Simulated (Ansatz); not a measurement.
`PP` + `N=C(F)F` → `FC(F)=NP` + PH₃  (cleavage of the P–P bond)

Isolated molecules relaxed with PBE0-D4/def2-TZVP in Ansatz; ΔE leaves out vibrations. CBS: MP2 limit from def2 TZ/QZ plus the TZ coupled-cluster correction, frozen cores. This one scheme is used for every species. DFT in def2-TZVPP. B3LYP here is the variant with VWN-RPA as its local correlation; programs differ in this. One conformer a species, not always the lowest.

```tsv
level	ΔE (kJ/mol)
B3LYP-D4	21.7
revPBE	33.4
r2SCAN0	28.4
MP2/def2-TZVPP	24.3
```

Question: What does CCSD(T)/CBS give? (An estimate is asked.)

Answer: Computed: +27.7 kJ/mol. The listed levels differ from it by -6.0, 5.7, 0.7, -3.4 kJ/mol.

Question: What do rigid-rotor, harmonic-oscillator terms from PBE0-D4/def2-TZVP frequencies (298.15 K, 1 bar) make of the CCSD(T)/CBS value? (Best estimate.)

Answer: Ansatz gave: ΔZPE = -8.1 kJ/mol, ΔH = +21.1 kJ/mol, ΔS = -15 J/(mol·K), ΔG = +25.6 kJ/mol.

Largest T1 diagnostic among the species: 0.014.

At CCSD(T), def2-SVP lies −4.0 kJ/mol from the extrapolated value and def2-TZVPP −2.5 kJ/mol. Leaving LDA and LC-ωPBE aside and taking each functional with its dispersion term where it has one, the values, not all of them listed here, spread over 14.8 kJ/mol, from CAM-B3LYP-D4 to revPBE-D4. LDA lies −6.5 kJ/mol from PBE without D4. In def2-TZVPP, CCSD(T) changes the Hartree–Fock value by +8.8 kJ/mol (the triples alone add +1.1 kJ/mol) and MP2 by +7.9 kJ/mol.
